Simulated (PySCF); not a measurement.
## SMILES Oc1cccs1, C4H4OS

Geometry:
```csv
atom,x (Å),y (Å),z (Å)
O1,2.417,0.056,-0.353
C2,1.097,0.120,-0.118
C3,0.206,-0.905,-0.290
C4,-1.124,-0.517,0.048
C5,-1.227,0.779,0.466
S6,0.314,1.563,0.457
H7,2.837,0.901,-0.161
H8,0.507,-1.890,-0.643
H9,-1.983,-1.187,-0.018
H10,-2.111,1.329,0.781
```

Method used: PySCF 2.14.0, TDDFT wB97X-D/def2-SVPD excited states, vertical, gas phase. Geometry: PBE0-D3(BJ)/def2-SVP.

Problem. How strongly do the lowest singlets absorb one photon, and two photons of half the energy?

Solution. δ for parallel linear polarisation; σ at the peak of a Lorentzian of half width 0.1 eV, single beam; Ω is circular over linear.
```tsv
state	E (eV)	f	photon λ (nm)	δ (au)	σ (GM)	Ω	main
S1	4.96	0.000	500	1.14	0.01	1.50	HOMO→LUMO 0.88
S2	5.39	0.101	460	20.1	0.21	0.77	HOMO→LUMO+1 0.96
S3	5.89	0.000	421	3.51	0.04	1.50	HOMO−1→LUMO 0.80
S4	6.10	0.052	406	32.7	0.45	1.20	HOMO−1→LUMO+1 0.74, HOMO→LUMO+5 0.17
S5	6.26	0.000	396	5.31	0.08	1.50	HOMO→LUMO+2 0.70, HOMO→LUMO+3 0.12
```

Among these, the strongest one-photon state is S2, the strongest two-photon state S4, with a dipole change of 0.1 D (relaxed, norm of the difference vector).
